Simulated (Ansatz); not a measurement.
System: hcp Ru. Method: LDA in Ansatz (plane waves, PAW).

Settings: plane-wave cutoff 500 eV, 30×30×18 k mesh (along the axes of the cell as run), Fermi–Dirac smearing 0.1 eV, no spin polarisation, scalar-relativistic PAW data made under PBE.

Computed at the level's own relaxed cell.

**Question.** What does this level give for the equilibrium volume per atom, lattice parameter a and c axis length?

**Answer.** 
equilibrium volume per atom: 13.09 Å³/atom
lattice parameter a: 2.676 Å
c axis length: 4.223 Å

Measured, for comparison: lattice constant a 2.706 Å (293 K, no zero-point or thermal correction, our sources range from 2.700 to 2.706; as tabulated in Wikipedia's data pages); lattice parameter c 4.282 Å (293 K, no zero-point or thermal correction; as tabulated in Wikipedia's data pages). Computed (rounded) less measured: lattice constant a -1.1 % (-0.9 % to -1.1 % over the range), lattice parameter c -1.4 %. A static lattice is as a rule a little smaller and stiffer than an uncorrected measurement, which narrows the difference in the lattice constant a, lattice parameter c and would widen misses of the other sign.

The computed numbers hold no vibrational or temperature effects.

Ansatz is a first-principles code.
